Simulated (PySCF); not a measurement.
Simulated Cl 2p region for `[SiH3]CCl`, binding energy against the vacuum level.

Every computed line was given a Gaussian of 0.7 eV full width at half maximum and an area set by the number of equivalent atoms (split 2:1 within a doublet); the highest printed point is 100. Level of theory: delta-SCF UKS SCAN, pcX-2 on the ionised atom, pcseg-1 elsewhere, spin-free X2C in PySCF 2.14.0.

binding energy (eV), intensity and a bar:
```
    205.1          0 
    205.2          1 
    205.3          3 #
    205.4          7 ##
    205.5         14 ####
    205.6         26 ########
    205.7         43 #############
    205.8         63 ###################
    205.9         82 #########################
    206.0         96 #############################
    206.1        100 ##############################
    206.2         93 ############################
    206.3         78 #######################
    206.4         58 #################
    206.5         38 ###########
    206.6         23 #######
    206.7         12 ####
    206.8          6 ##
    206.9          3 #
    207.0          3 #
    207.1          5 #
    207.2         10 ###
    207.3         17 #####
    207.4         26 ########
    207.5         36 ###########
    207.6         45 #############
    207.7         50 ###############
    207.8         49 ###############
    207.9         43 #############
    208.0         34 ##########
    208.1         24 #######
    208.2         15 #####
    208.3          9 ###
    208.4          4 #
    208.5          2 #
    208.6          1 
    208.7          0
```

Problem. How many maxima does the curve show, and how many computed lines lie under it?

Solution. The curve has 2 maxima (at 206.1 and 207.7 eV). Under it lie 2 lines from 1 inequivalent chlorine site, drawn as a 2p3/2, 2p1/2 pair.

Problem. Decompose the envelope and assign each component. Numbering: `[SiH3:1][CH2:2][Cl:3]`.

Solution. 
```tsv
position (eV)	relative area	line	atoms	environment
206.09	0.67	Cl 2p3/2	Cl3	alkyl chlorine
207.74	0.33	Cl 2p1/2	Cl3	alkyl chlorine
```

Problem. What are the centre and the root-mean-square width of the whole band?

Solution. The area-weighted mean of the lines is 206.64 eV. Their own spread about it is 0.78 eV (rms) and each Gaussian has σ = 0.7/2.355 = 0.30 eV; the variances add, which gives 0.83 eV.

Shake-up satellites, vibrational structure and lifetime widths aren't simulated. For 2p shells one spin-free hole was relaxed; a mean-field spin–orbit operator and the ground-state splitting of the three 2p orbitals were then diagonalised within the shell. The shell's mean is (2 × 2p3/2 + 2p1/2)/3, and the degeneracies 2j + 1 give areas of 2:1. 2p1/2 minus 2p3/2 (ligand field included): Cl 1.65 eV. Geometry: PBE0-D3(BJ)/def2-SVP; no solvent, vibrations or thermal averaging.
